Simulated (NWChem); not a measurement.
**Correlation energy of hydrogen sulfide (H2S)**

SMILES: S
```xyz
3

S      0.0000     0.0000     0.1056
H     -0.9740     0.0000    -0.8447
H      0.9740     0.0000    -0.8447
```
Charge 0, spin multiplicity 1.

Program: NWChem. All single points use one geometry, from PBE/def2-SVP, a minimum by its harmonic frequencies.

Basis set: cc-pVDZ. Each correlation energy counts from its own Hartree-Fock reference.

The correlated methods keep 5 core orbitals frozen. No row is a measurement; the coupled-cluster row has its own basis-set and correlation limits.

Question: Order these methods by the correlation energy they give, lowest first: RI-MP2, SCS-MP2, CR-CCSD[T], CCSD, CCSDT.

Answer: CCSDT (-171.5 mHa), CR-CCSD[T] (-170.7 mHa), CCSD (-167.7 mHa), SCS-MP2 (-147.1 mHa), RI-MP2 (-144.9 mHa)
